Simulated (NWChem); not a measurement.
**Correlation energy of Be (+1)**

```
Be
```
Charge +1, spin multiplicity 2.

The numbers come from NWChem runs, not from measurements.

Basis set: def2-SVP. Each correlation energy counts from its own Hartree-Fock reference.

| method | correlation energy (mHa) |
|---|---|
| UMP2 | 0.0 |
| SCS-UMP2 | 0.0 |
| CCSDT on ROHF | 0.0 |
| CCSD on UHF | 0.0 |
| CCSD[T] on UHF | 0.0 |
| CCSD(T) on UHF | 0.0 |
| CCSD on ROHF | 0.0 |
| CCSD[T] on ROHF | 0.0 |
| CCSD(T) on ROHF | 0.0 |

The values span 0.0 mHa, from UMP2 (lowest) to CCSD on UHF (highest). 

The correlated methods keep 1 core orbital frozen. The stability of the SCF solutions was not checked. Open-shell Hartree-Fock references start from PBE0 orbitals. No row is a measurement; the coupled-cluster row has its own basis-set and correlation limits.
